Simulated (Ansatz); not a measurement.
A calculation with Ansatz (development build ahead of 0.2.0).

```yaml
crystal:
  periodic: [false, false, false]
  atoms:
    - { symbol: O, position_ang: [0.0, 0.0, -1.06656] }
    - { symbol: C, position_ang: [0.0, 0.0, 0.0] }
    - { symbol: O, position_ang: [0.0, 0.0, 1.06656] }
basis:
  gaussian: { orbitals: def2-TZVP }
hamiltonian:
  xc: hf
```

The input is written out in the form of the current development build from the run's settings.

The run gave:

```json
{"Converged": "yes", "Total energy": "-187.69178 hartree", "Spin squared of the determinant": "0.000"}
```

Caution: no unrestricted run beside it, a lower state can exist.
